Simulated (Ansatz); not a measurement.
Relaxed structures of C2H3S (charge -1), singlet (PBE0-D4/def2-TZVPD; forces vanish, vibrations not checked; lower isomers may exist, and structures with a doubtful reference or unclear bonds are left out; Å). Program: Ansatz 0.2.0. Basis: def2-TZVPPD. Cores are frozen in the correlated methods.

**Question.** Rank them by CCSD(T) energy, lowest first, and give each one's height above the lowest. Links in brackets join atoms within 1.22 times the sum of their covalent radii (1.1 for two metals). (An estimate is asked for; the value comes from the calculation.)
A.
C₂H₃S ([CH2][CH][S]), total charge -1
```
6
angstrom
C -0.0127 0.2810 -0.2389
C 0.3282 -0.9027 0.3124
S 1.2118 -1.2239 1.7554
H -0.0061 -1.7890 -0.2388
H -0.5801 0.3189 -1.1665
H 0.2677 1.2230 0.2244
```
B.
C₂H₃S ([CH2][C][SH]), total charge -1
```
6
angstrom
C -0.3539 0.1348 0.0363
C 0.3720 -0.9673 0.3092
S 1.5620 -0.6634 1.6193
H -1.1174 0.0884 -0.7433
H 2.1217 -1.8824 1.6791
H -0.2674 1.1200 0.5255
```
C.
C₂H₃S ([CH3][C][S]), total charge -1
```
6
angstrom
C -0.2785 0.2877 -0.2605
C 0.3445 -1.0555 0.0200
S 1.3215 -1.0941 1.3564
H -1.3710 0.1690 -0.2915
H 0.0013 0.5984 -1.2772
H -0.0179 1.0944 0.4529
```

**Answer.** By the calculation: A (0.000 eV), C (1.686 eV), B (1.907 eV). Heights count from the lowest.

The T1 diagnostic stays at or below 0.024. The restricted Hartree–Fock reference is unstable towards an unrestricted one at one or more of these structures.

For scale, one of the runs: CCSD(T)/def2-TZVPPD, 176 basis functions, launched by `ansatz run in.yaml --threads 2 --pin off --events-out ev --progress --plain --max-ram 4352MiB`. Hardware: 2 CPU threads of an Arm Neoverse V2, shared host. Wall time 30 s; peak host memory 1.6 GiB.
